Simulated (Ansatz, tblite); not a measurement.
# BH2Et (C2H7B): rung by rung

How do method and basis change the picture of BH2Et (C2H7B) (singlet)?

The runs use Ansatz 0.2.0, Gaussian basis; as each input shows.

Levels to be run: GFN1-xTB, GFN2-xTB, PBE-D4/def2-TZVP, r2SCAN-D4/def2-TZVP, ωB97M-V/def2-TZVP, HSE06-D4/def2-TZVP, HF/def2-TZVP, PBE-D4/def2-SVP, PBE0-D4/def2-SVP, HF/STO-3G, CCSD(T)/def2-TZVPP, MP2/def2-TZVP.

2 further runs of the same task are left out: 2 set aside as unsound or not needed.

## (1) The structure

The singlet was relaxed beforehand with PBE-D4/def2-TZVP.

10 atoms, charge 0, spin multiplicity 1.

Bond lengths: B1–C2 1.555 Å, B1–H4 1.206 Å, B1–H5 1.206 Å, C2–C3 1.559 Å, C2–H6 1.100 Å, C2–H7 1.101 Å, C3–H8 1.099 Å, C3–H9 1.100 Å, C3–H10 1.100 Å. Angles: C2–B1–H4 120.7°, C2–B1–H5 120.7°, H4–B1–H5 118.3°, B1–C2–C3 102.9°, B1–C2–H6 114.0°, B1–C2–H7 114.0°, C3–C2–H6 108.5°, C3–C2–H7 108.5°, H6–C2–H7 108.6°, C2–C3–H8 110.2°, C2–C3–H9 111.9°, C2–C3–H10 111.8°, H8–C3–H9 107.5°, H8–C3–H10 107.5°, H9–C3–H10 107.7°.

PBE0-D4/def2-TZVP was run before; its log isn't repeated, and its numbers join the tables.

## (2) GFN1-xTB

Tight binding, by tblite at 300 K electronic temperature and without a spin-polarisation term:

```python
tblite.interface.Calculator('GFN1-xTB', numbers, positions, charge=0, uhf=0).singlepoint()
```

Energy -254.9030 eV, HOMO -12.23 eV, LUMO -7.49 eV; 0.003 s.

## (3) GFN2-xTB

Tight binding, by tblite at 300 K electronic temperature and without a spin-polarisation term:

```python
tblite.interface.Calculator('GFN2-xTB', numbers, positions, charge=0, uhf=0).singlepoint()
```

Energy -246.5052 eV, HOMO -11.11 eV, LUMO -6.82 eV; 0.002 s.

## (4) PBE-D4/def2-TZVP

start.molden holds the orbitals of an earlier run on this state, given as this run's starting guess.

Input file in.yaml:

```yaml
crystal:
  periodic: [false, false, false]
  atoms:
    - {symbol: B, position_ang: [0.599331, 1.123533, 0.538729]}
    - {symbol: C, position_ang: [-0.180237, -0.216307, 0.666867]}
    - {symbol: C, position_ang: [-0.321964, -0.679880, -0.814665]}
    - {symbol: H, position_ang: [1.804406, 1.132859, 0.506281]}
    - {symbol: H, position_ang: [0.014632, 2.161770, 0.355638]}
    - {symbol: H, position_ang: [-1.187476, -0.109023, 1.096789]}
    - {symbol: H, position_ang: [0.358182, -0.996433, 1.226010]}
    - {symbol: H, position_ang: [-0.870989, -1.631150, -0.864372]}
    - {symbol: H, position_ang: [-0.873966, 0.052650, -1.422305]}
    - {symbol: H, position_ang: [0.658080, -0.838019, -1.288962]}
basis:
  gaussian: {orbitals: def2-TZVP, initial_orbitals: start.molden}
hamiltonian: {xc: pbe, dispersion: d4}
scf: {omitted_lower_state_checks: [starts]}
output: {forces: true, orbitals: {seedname: orbitals}}
```

Run with:

```console
$ ansatz run in.yaml --threads 2 --pin off --events-out ev --progress --plain --max-ram 4352MiB
```

The runs that follow: r2SCAN-D4/def2-TZVP; ωB97M-V/def2-TZVP; HSE06-D4/def2-TZVP; HF/def2-TZVP; PBE-D4/def2-SVP; PBE0-D4/def2-SVP; HF/STO-3G; CCSD(T)/def2-TZVPP; MP2/def2-TZVP.

**Question.** What will the summary of the whole plan be? Wanted: gap in def2-TZVP, named functionals and Hartree-Fock, smallest and largest; correlation energy, CCSD(T)/def2-TZVPP; correlation energy, MP2/def2-TZVP; binding an atom, CCSD(T)/def2-TZVPP; PBE0 total energy, smallest basis above largest.

As calculated:

| quantity | value |
| --- | --- |
| gap in def2-TZVP, named functionals and Hartree-Fock, smallest and largest | 5.16 eV (PBE-D4), 14.30 eV (HF) |
| correlation energy, CCSD(T)/def2-TZVPP | -14.20 eV |
| correlation energy, MP2/def2-TZVP | -12.07 eV |
| binding an atom, CCSD(T)/def2-TZVPP | 3.738 eV |
| PBE0 total energy, smallest basis above largest | 3.06 eV (def2-SVP, def2-TZVP) |

What this shows: Over the named functionals and Hartree-Fock in def2-TZVP the gap runs from 5.16 eV (PBE-D4) to 14.30 eV (HF); exact exchange widens it. A small miss in a minimal or small basis is a cancelling of errors, not accuracy. The functionals in def2-TZVP miss CCSD(T)/def2-TZVPP by +0.084 (ωB97M-V) to +0.117 eV (PBE-D4) an atom. The reference is CCSD(T) in one finite basis, so it carries an error of its own, often a tenth of an eV or more, and near misses can't be ranked.
